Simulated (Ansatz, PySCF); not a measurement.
Potential energy curve for SMILES C(=O)O (CH2O2). The C2–H5 bond (C2 also carries O, O; H5 carries nothing else) is varied alone, starting from the PBE0/def2-TZVP optimised geometry.

Methods: UHF/cc-pVDZ (PySCF); RHF/cc-pVDZ (PySCF); UKS-TPSSh = unrestricted TPSSh/cc-pVDZ (PySCF 2.14.0); RKS-TPSSh = restricted TPSSh/cc-pVDZ run with PySCF; UKS-PBE0 = unrestricted PBE0/cc-pVDZ (PySCF); RKS-PBE0 = restricted PBE0/cc-pVDZ in PySCF 2.14.0; UKS-B3LYP = PySCF with unrestricted B3LYP/cc-pVDZ; RKS-B3LYP = restricted B3LYP/cc-pVDZ run with PySCF 2.14.0; UKS-PBE = unrestricted PBE/cc-pVDZ run with Ansatz (a first-principles code); RKS-PBE = restricted PBE/cc-pVDZ run with Ansatz; UKS-B3LYP/6-31G* = unrestricted B3LYP/6-31G*, spherical d run with PySCF; RKS-B3LYP/6-31G* = PySCF with restricted B3LYP/6-31G*, spherical d; UKS-LDA (SVWN5)/6-31G* = unrestricted LDA (SVWN5)/6-31G*, spherical d run with PySCF; RKS-LDA (SVWN5)/6-31G* = PySCF with restricted LDA (SVWN5)/6-31G*, spherical d; UKS-B3LYP/LANL2DZ = PySCF 2.14.0 with unrestricted B3LYP/LANL2DZ; RKS-B3LYP/LANL2DZ = restricted B3LYP/LANL2DZ (PySCF); UKS-BP86/6-31G* = unrestricted BP86/6-31G*, spherical d (PySCF); RKS-BP86/6-31G* = PySCF with restricted BP86/6-31G*, spherical d.

Scanned distances (Å): 0.87, 0.93, 0.99, 1.04, 1.06, 1.10, 1.14, 1.15, 1.20, 1.26, 1.35, 1.49, 1.65, 1.81, 1.99, 2.20, 2.41, 2.71, 2.98, 3.34, 3.81.

**Question.** Where does the unrestricted solution first break spin symmetry (<S²> of 0.01 or more)?

**Answer.** UHF: between 1.49 and 1.65 Å; UKS-TPSSh: between 1.81 and 1.99 Å; UKS-PBE0: between 1.81 and 1.99 Å; UKS-B3LYP: between 1.99 and 2.20 Å; UKS-PBE: between 2.20 and 2.41 Å; UKS-B3LYP/6-31G*: between 1.81 and 1.99 Å; UKS-LDA (SVWN5)/6-31G*: between 2.20 and 2.41 Å; UKS-B3LYP/LANL2DZ: between 1.81 and 1.99 Å; UKS-BP86/6-31G*: between 2.20 and 2.41 Å.

```tsv
R / Å	<S²> UHF	E(RHF) − E(UHF) / kcal/mol	<S²> UKS-TPSSh	E(RKS-TPSSh) − E(UKS-TPSSh) / kcal/mol	<S²> UKS-PBE0	E(RKS-PBE0) − E(UKS-PBE0) / kcal/mol	<S²> UKS-B3LYP	E(RKS-B3LYP) − E(UKS-B3LYP) / kcal/mol	<S²> UKS-PBE	E(RKS-PBE) − E(UKS-PBE) / kcal/mol	<S²> UKS-B3LYP/6-31G*	E(RKS-B3LYP/6-31G*) − E(UKS-B3LYP/6-31G*) / kcal/mol	<S²> UKS-LDA (SVWN5)/6-31G*	E(RKS-LDA (SVWN5)/6-31G*) − E(UKS-LDA (SVWN5)/6-31G*) / kcal/mol	<S²> UKS-B3LYP/LANL2DZ	E(RKS-B3LYP/LANL2DZ) − E(UKS-B3LYP/LANL2DZ) / kcal/mol	<S²> UKS-BP86/6-31G*	E(RKS-BP86/6-31G*) − E(UKS-BP86/6-31G*) / kcal/mol
0.87	0.00	0.0	0.00	0.0	0.00	0.0	0.00	0.0	0.00	0.0	0.00	0.0	0.00	0.0	0.00	0.0	0.00	0.0
0.93	0.00	0.0	0.00	0.0	0.00	0.0	0.00	0.0	0.00	0.0	0.00	0.0	0.00	0.0	0.00	0.0	0.00	0.0
0.99	0.00	0.0	0.00	0.0	0.00	0.0	0.00	0.0	0.00	0.0	0.00	0.0	0.00	0.0	0.00	0.0	0.00	0.0
1.04	0.00	0.0	0.00	0.0	0.00	0.0	0.00	0.0	0.00	0.0	0.00	0.0	0.00	0.0	0.00	0.0	0.00	0.0
1.06	0.00	0.0	0.00	0.0	0.00	0.0	0.00	0.0	0.00	0.0	0.00	0.0	0.00	0.0	0.00	0.0	0.00	0.0
1.10	0.00	0.0	0.00	0.0	0.00	0.0	0.00	0.0	0.00	0.0	0.00	0.0	0.00	0.0	0.00	0.0	0.00	0.0
1.14	0.00	0.0	0.00	0.0	0.00	0.0	0.00	0.0	0.00	0.0	0.00	0.0	0.00	0.0	0.00	0.0	0.00	0.0
1.15	0.00	0.0	0.00	0.0	0.00	0.0	0.00	0.0	0.00	0.0	0.00	0.0	0.00	0.0	0.00	0.0	0.00	0.0
1.20	0.00	0.0	0.00	0.0	0.00	0.0	0.00	0.0	0.00	0.0	0.00	0.0	0.00	0.0	0.00	0.0	0.00	0.0
1.26	0.00	0.0	0.00	0.0	0.00	0.0	0.00	0.0	0.00	0.0	0.00	0.0	0.00	0.0	0.00	0.0	0.00	0.0
1.35	0.00	0.0	0.00	0.0	0.00	0.0	0.00	0.0	0.00	0.0	0.00	0.0	0.00	0.0	0.00	0.0	0.00	0.0
1.49	0.00	0.0	0.00	0.0	0.00	0.0	0.00	0.0	0.00	0.0	0.00	0.0	0.00	0.0	0.00	0.0	0.00	0.0
1.65	0.04	0.0	0.00	0.0	0.00	0.0	0.00	0.0	0.00	0.0	0.00	0.0	0.00	0.0	0.00	0.0	0.00	0.0
1.81	0.42	5.1	0.00	0.0	0.00	0.0	0.00	0.0	0.00	0.0	0.00	0.0	0.00	0.0	0.00	0.0	0.00	0.0
1.99	0.68	16.6	0.06	0.0	0.04	0.0	0.00	0.0	0.00	0.0	0.01	0.0	0.00	0.0	0.03	0.0	0.00	0.0
2.20	0.83	32.6	0.46	3.5	0.49	3.7	0.38	2.3	0.00	0.0	0.39	2.5	0.00	0.0	0.41	2.9	0.00	0.0
2.41	0.92	48.3	0.64	9.1	0.74	10.7	0.64	7.6	0.49	2.2	0.66	8.2	0.23	0.4	0.67	8.8	0.40	1.5
2.71	0.97	68.4	0.80	17.6	0.90	21.7	0.85	16.6	0.81	8.7	0.86	17.7	0.65	4.8	0.87	18.6	0.76	7.2
2.98	1.00	83.6	0.88	24.4	0.96	30.6	0.93	24.2	0.92	14.9	0.94	25.7	0.84	10.1	0.94	26.6	0.89	13.0
3.34	1.01	100.0	0.93	31.6	0.99	40.0	0.98	32.4	0.98	21.7	0.98	34.4	0.95	16.6	0.98	35.3	0.97	19.6
3.81	1.01	115.7	1.00	37.9	1.00	48.5	1.00	40.0	1.00	27.7	1.00	42.4	0.99	22.8	1.00	43.1	0.99	25.6
```
